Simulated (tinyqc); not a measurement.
Inside a calculation. Method: CIS on RHF in the sto-6g basis, frozen core, for HF, spin multiplicity 1. One step of it, computed by the program tinyqc.

Task: Orthogonalisation. S = U s U^T; symmetric (Loewdin) form X = U s^(-1/2) U^T, so that X^T S X = 1.

overlap S, lower triangle:
```
,1F 1s,1F 2s,1F 2px,1F 2py,1F 2pz,2H 1s
1F 1s,1.000000
1F 2s,0.232479,1.000000
1F 2px,0.000000,0.000000,1.000000
1F 2py,0.000000,0.000000,0.000000,1.000000
1F 2pz,0.000000,0.000000,0.000000,0.000000,1.000000
2H 1s,0.028675,0.305557,0.000000,0.000000,0.258922,1.000000
```

Give: eigenvalues of S; X.

Result:

eigenvalues of S: 0.5683  0.8522  1.0000  1.0000  1.1249  1.4546

X, lower triangle:
```
,1F 1s,1F 2s,1F 2px,1F 2py,1F 2pz,2H 1s
1F 1s,1.0216
1F 2s,-0.1247,1.0627
1F 2px,0.0000,0.0000,1.0000
1F 2py,0.0000,0.0000,0.0000,1.0000
1F 2pz,-0.0036,0.0345,0.0000,0.0000,1.0286
2H 1s,0.0150,-0.1737,0.0000,0.0000,-0.1445,1.0689
```
